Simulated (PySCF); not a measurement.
## H₂S: fields on a plane

These are results of PySCF, wB97X, basis S def2-TZVP, H def2-TZVP (no relativity, density fitting), not measurements.

The singlet minimum has S–H 1.337 Å (×2); H–S–H 92.7°.

The plane holds S1 at (0.00, 0.00), H2 at (1.34, 0.00), H3 at (-0.06, 1.34) Å. Columns run from x = -1.95 to 3.75 Å, rows from y = 3.75 (top) to -1.95 Å, in steps of 0.3 Å. Other isomers or separated fragments may lie lower.

Q: Give the electron density (e/Å³) (cut at 5 e/Å³). Lower edges of the bins (e/Å³): '0' 0.000, '1' 0.030, '2' 0.076, '3' 0.151, '4' 0.268, '5' 0.455, '6' 0.750, '7' 1.218, '8' 1.960, '9' 3.136; top 5.00.

A: 
```
00000000000000000000
00000000000000000000
00000000000000000000
00000000000000000000
00000000000000000000
00000011000000000000
00001222110000000000
00012455320000000000
00013587431000000000
00124677532110000000
00124677644321000000
00135688665532000000
01246799877752100000
01246899877752100000
00245787665532000000
00134566543321000000
00123444322110000000
00011222110000000000
00000111000000000000
00000000000000000000
```

Q: Give the electrostatic potential (V) (cut at 20 V). Lower edges of the bins (V): '0' -0.36, '1' -0.24, '2' -0.05, '3' 0.26, '4' 0.74, '5' 1.49, '6' 2.70, '7' 4.60, '8' 7.62, '9' 12.41; top 20.0.

A: 
```
22233333333322222222
22333333333333222222
23333333333333322222
33333444433333332222
33334444443333333222
33344555544333333322
33445677654433333332
33456899754433333333
33456999865444333333
33457899865544433333
34568999987665443333
34579999998876544333
34589999999997544333
23579999999997544333
12469999998876544333
11357999987665443333
00135678765544433333
00013455554443333332
00001234443333333322
00001122333333332222
```
